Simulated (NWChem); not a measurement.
Species: formaldehyde (CH₂O); SMILES C=O

Computed with NWChem. Pople sets run with spherical d functions. Each level has its own optimisation. Entropies are gas-phase, rigid-rotor, harmonic values for NWChem's default masses at 298.15 K and 1 bar, so the errors hold that model's part too (torsions, anharmonicity).

Measured entropy at 1 bar: 52.3 cal/(mol K) (CRC Handbook, as tabulated in the package chemicals).

```tsv
level	entropy at 1 bar (cal/(mol K))	computed − measured
Hartree-Fock/STO-3G	52.2	-0.1
Hartree-Fock/3-21G	52.1	-0.2
Hartree-Fock/6-31G*	[?]	[?]
B3LYP/6-31G*	52.2	-0.1
LDA (Slater exchange, VWN5)/def2-SVP	52.3	0.0
PBE/def2-SVP	52.3	0.0
BLYP/def2-SVP	52.3	0.0
PBE0/def2-SVP	[?]	[?]
```

Task: Fill in the missing entries.

Result: 
- PBE0/def2-SVP, entropy at 1 bar (cal/(mol K)): 52.2
- PBE0/def2-SVP, computed − measured: -0.1
- Hartree-Fock/6-31G*, entropy at 1 bar (cal/(mol K)): 52.1
- Hartree-Fock/6-31G*, computed − measured: -0.2
